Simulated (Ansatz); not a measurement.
# CaAs$_{2}$Pd$_{2}$ (I4/mmm)

Level of theory: DFT PBEsol, scalar-relativistic, plane waves, PAW in Ansatz 0.2.0.

Plane waves to 420 eV, a k mesh through Γ of 12×12×12 on the computed 5-atom cell and Gaussian smearing (0.10 eV); no spin polarisation.

The structure is relaxed at this level of theory with its symmetry kept. Whether it is the stable form of this composition wasn't checked.

```cif
data_structure
_symmetry_space_group_name_H-M 'I4/mmm'
_symmetry_Int_Tables_number 139
_cell_length_a 4.2778
_cell_length_b 4.2778
_cell_length_c 10.1263
_cell_angle_alpha 90.000
_cell_angle_beta 90.000
_cell_angle_gamma 90.000
_cell_volume 185.31
loop_
_atom_site_label
_atom_site_type_symbol
_atom_site_symmetry_multiplicity
_atom_site_Wyckoff_symbol
_atom_site_fract_x
_atom_site_fract_y
_atom_site_fract_z
_atom_site_occupancy
Ca1 Ca 2 a 0.00000 0.00000 0.00000 1
As1 As 4 e 0.00000 0.00000 0.37888 1
Pd1 Pd 4 d 0.00000 0.50000 0.25000 1
```

* Space group: I4/mmm (No. 139)
* Volume per atom: 18.53 Å³
* Formation energy from the elements' standard states (uncorrected): -0.766 eV/atom
* Kohn–Sham band gap: none (metal)
* Density of states at the Fermi level: 1.79 states/eV per cell
* Löwdin character within 0.5 eV of the Fermi level: As 4p 45 %, Pd 4d 35 %, unprojected 15 %
* Bulk modulus: 99 GPa
* Its pressure derivative: 5.0
* Bader charges (e): Ca (1 in the cell) 1.38, As (2 in the cell) -0.30, Pd (2 in the cell) -0.39